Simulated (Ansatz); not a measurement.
**hcp Ir (model structure)**

All values below come from HSE06 (Ansatz, a quantum-chemistry and plane-wave program, PAW).

Numerical settings: plane-wave cutoff 500 eV, 12×12×6 k mesh (along the axes of the cell as run), Fermi–Dirac smearing 0.1 eV, no spin polarisation, scalar-relativistic PAW data made under PBE.

Cell (relaxed at this level):

```
Ir
1.0
    1.35420    -2.34555     0.00000
    1.35420     2.34555     0.00000
    0.00000     0.00000     4.41702
Ir
2
Direct
  0.33333   0.66667   0.25000
  0.66667   0.33333   0.75000
```

- band gap = zero (no gap)

Note: exact exchange on metals is sensitive to the k mesh and can open a false gap; the relaxation could raise the start's symmetry but not lower it, so the cell can be a saddle point.

Spin–orbit coupling is not included.

Computing time: about 22 core-minutes (a rough figure).

A model structure was made by putting elements into a prototype or built by hand; it is no filed structure, need not be a known phase, and can be a saddle point held by its symmetry.
